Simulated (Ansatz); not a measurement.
Relaxation of C2H5FO2 (10 atoms, charge 0, multiplicity 1), to a largest force component of 0.02 eV/Å in at most 50 steps.

Method: RKS BLYP-D4/def2-SVP (Ansatz 0.2.0).

```xyz
10
Properties=species:S:1:pos:R:3:forces:R:3
O -0.533 -0.775 1.221 -1.65 2.55 0.22
C 0.215 -0.479 0.072 0.75 -0.71 -0.36
O -0.417 -1.133 -1.036 0.59 1.25 -0.37
C 0.418 1.036 -0.187 -3.41 -1.58 2.04
F -0.900 1.580 -0.149 -0.11 0.24 0.07
H -1.317 -0.075 1.138 1.62 -1.76 0.37
H 1.238 -0.908 0.233 -0.07 -0.05 0.09
H -0.336 -2.059 -0.786 -0.20 -0.74 -0.03
H 0.775 1.256 -1.125 1.52 0.46 -2.82
H 0.941 1.507 0.622 0.97 0.34 0.81
```

Task: Where does it end, and by what steps?

Result: The run converged. After 6 steps the energy has fallen by 0.444 eV; H8 moved furthest, 0.15 Å.

```
step  energy less start (eV)  largest force component (eV/Å)  accepted
   0                  0.0000                           3.412       yes
   1                 -0.3763                           0.964       yes
   2                 -0.4340                           0.419       yes
   3                 -0.3252                           1.455        no
   4                 -0.4425                           0.126       yes
   5                 -0.4385                           0.314        no
   6                 -0.4444                           0.020       yes
```

```xyz
10
Properties=species:S:1:pos:R:3
O -0.528 -0.724 1.248
C 0.251 -0.482 0.095
O -0.292 -1.087 -1.069
C 0.355 1.022 -0.185
F -0.930 1.580 -0.113
H -1.331 -0.169 1.139
H 1.265 -0.886 0.330
H -0.470 -2.019 -0.834
H 0.774 1.208 -1.195
H 0.990 1.507 0.587
```

Run time: 10 s on 2 threads of Arm Neoverse V2 (shared host), peak memory 0.13 GiB.
